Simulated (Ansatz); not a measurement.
Ideal-gas functions of `F/C=C(\F)Cl` at 800 K and 1 bar, from an Ansatz frequency run at PBE0-D4/def2-TZVP.

Molar mass 98.48 g/mol, point group Cs (symmetry number 1), electronic degeneracy 1, moments of inertia 55.291, 205.453, 260.744 u Å². Harmonic wavenumbers (cm⁻¹, unscaled): 224, 263, 367, 493, 560, 817, 876, 1136, 1195, 1354, 1790, 3263.

Use S(trans) = R[1.5 ln M + 2.5 ln T − 1.1517]; rotational temperatures θ = 24.2544 K / I; S(rot) = R[ln(√π/σ · √(T³/θAθBθC)) + 1.5]; for each mode x = 1.438777 ν̃/T, S = R[x/(eˣ − 1) − ln(1 − e⁻ˣ)] and H = RT x/(eˣ − 1); 1 cm⁻¹ = 0.0119627 kJ/mol; R = 8.31446 J/(mol·K).

Question: By hand: the entropy, in J/(mol·K).

Answer: Translation 186.6. Rotation: θ = 0.4387, 0.1181, 0.093 K, giving 122.8. Vibration, mode by mode: 15.93, 14.62, 11.92, 9.58, 8.60, 5.82, 5.34, 3.68, 3.39, 2.71, 1.45, 0.16, in all 83.2. Electronic 0.0. Sum 392.6 J/(mol·K).

Question: By hand: H − E and G − E in kJ/mol, counted from the electronic energy.

Answer: Zero-point energy ½ × 12338 × 0.0119627 = 73.8; thermal vibration 35.4; translation, rotation and pV give 4 RT = 26.6. H − E = 135.8 kJ/mol, and G − E = 135.8 − 800 × 392.6/1000 = -178.3 kJ/mol.

Vibration gives 21 % of the entropy.
